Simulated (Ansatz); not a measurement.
Two structures of SiNH₇O, singlet, reached by relaxing down either side of one saddle point (PBE0-D4/def2-TZVP). Energies are electronic, without zero-point energy. Ansatz 0.2.0; basis: def2-TZVPP and def2-QZVPP; cores frozen in the correlated methods. Extrapolation: Hartree–Fock as exp(−7.88 √X), correlation as X^−2.97. First:

Si1  (-0.231, -0.185, 0.396)
H2  (1.115, -0.726, 0.072)
H3  (-1.226, -0.793, -0.530)
H4  (-0.275, 1.292, 0.244)
N5  (-0.491, -0.508, 2.073)
H6  (1.473, 0.266, -2.451)
O7  (0.580, 0.618, -2.456)
H8  (-1.279, -0.083, 2.537)
H9  (-0.347, -1.443, 2.421)
H10  (0.680, 1.561, -2.306)
(Å)

Second:

| atom | x (Å) | y (Å) | z (Å) |
| --- | --- | --- | --- |
| Si1 | -0.9013 | 0.4299 | -0.1494 |
| H2 | 1.9920 | -2.1026 | -0.8937 |
| H3 | -1.5727 | -0.7244 | -0.7854 |
| H4 | -1.8186 | 1.5797 | 0.0697 |
| N5 | -0.3454 | 0.0146 | 1.4075 |
| H6 | 1.7004 | -1.4492 | -1.1109 |
| O7 | 0.2608 | 0.8187 | -1.2562 |
| H8 | -0.3557 | 0.6652 | 2.1731 |
| H9 | 0.2149 | -0.7982 | 1.5994 |
| H10 | 0.8256 | 1.5662 | -1.0541 |

Problem. Which bonds change from the first to the second?

Solution. SiNH₅ ([NH2][SiH3]) + H₂O → SiNH₅O ([NH2][SiH2][OH]) + H₂; bonds formed: Si1–O7, H2–H6; bonds broken: Si1–H2, H6–O7.

Problem. Give the saddle point's structure and its height above each. (To be estimated.)

Solution. Computed: 1.471 eV above the first and 2.350 eV above the second (CCSD(T) at an estimated basis limit (MP2 extrapolated from triple and quadruple zeta, plus CCSD(T) − MP2 in triple zeta)).
```xyz
10
angstrom
Si -0.5369 -0.1023 -0.1763
H 0.7807 -1.2075 -0.5019
H -1.4686 -1.0535 -0.8350
H -1.3556 1.1615 -0.1060
N -0.0533 -0.1488 1.4606
H 1.0814 -0.2809 -1.1613
O 0.5768 0.6557 -1.4802
H -0.5387 0.3960 2.1543
H 0.5038 -0.8917 1.8462
H 1.0104 1.4713 -1.2004
```

No T1 diagnostic of these runs exceeds 0.012.

Labels in which every atom is bracketed show which atoms are joined, not bond orders.

For scale, one of the runs: CCSD(T)/def2-TZVPP, 202 basis functions, launched by `ansatz run in.yaml --threads 2 --pin off --events-out ev --progress --plain --max-ram 4352MiB`. The run took 62 s on 2 CPU threads of an Arm Neoverse V2 (shared host), with 2.5 GiB of host memory at its peak.
